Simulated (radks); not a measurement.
**B²⁺ in [He] 2s1: an all-electron calculation**

One table from this session's results is given with a row withheld; the runs are named, their logs left out.

Method: non-relativistic Kohn-Sham, LDA (Slater exchange, Perdew-Zunger correlation), spin-polarised, spherical densities, point nucleus; open shells are filled with parallel spins first. Code: radks (a radial shooting solver on a logarithmic mesh, Libxc functionals) version 1.

## The atom as given

| Item | Value |
| --- | --- |
| element | boron (Z = 5) |
| charge | +2 |
| electrons | 3 |
| configuration | [He] 2s1 |

Outer shells as boxes (Hund's rule):

B²⁺
```
[He] core
2s [↑ ]
```

Set-up of the first run:

Input:

```text
Z 5
configuration [He] 2s1 2p0 3s0 3d0
relativity non-relativistic
functional lda,pz
spin polarised
nucleus point
```

Run with:

```console
> python run_ks.py task.json out
```

This one command runs every case of the session in turn.

Among the steps run: Self-consistent calculation.

One of the session's tables, all rows but one given; the rest of the session is left out.

From the orbitals of this run (lengths in bohr):

| level | <r> | outermost maximum (interpolated) | 90 % within | nodes |
| --- | --- | --- | --- | --- |
| 1s up | 0.3309 | 0.212 | 0.595 | 0 |
| 1s down | 0.3304 | 0.212 | 0.594 | 0 |
| 2s up | 1.630 | 1.37 | 2.51 | 1 |
| 2s down | 1.681 | 1.38 | 2.62 | 1 |
| 2p up | 1.570 | 1.25 | 2.54 | 0 |
| 2p down | 1.625 | 1.23 | 2.68 | 0 |
| 3s up | 4.136 | 3.84 | 6.05 | 2 |
| 3s down | ? | ? | ? | ? |
| 3d up | 3.710 | 3.07 | 5.70 | 0 |
| 3d down | 4.273 | 3.61 | 6.51 | 0 |

Estimate the missing values for 3s down.

The run gave: <r>: 4.376; outermost maximum (interpolated): 4.07; 90 % within: 6.39; nodes: 2. In the column «<r>» it is the highest.
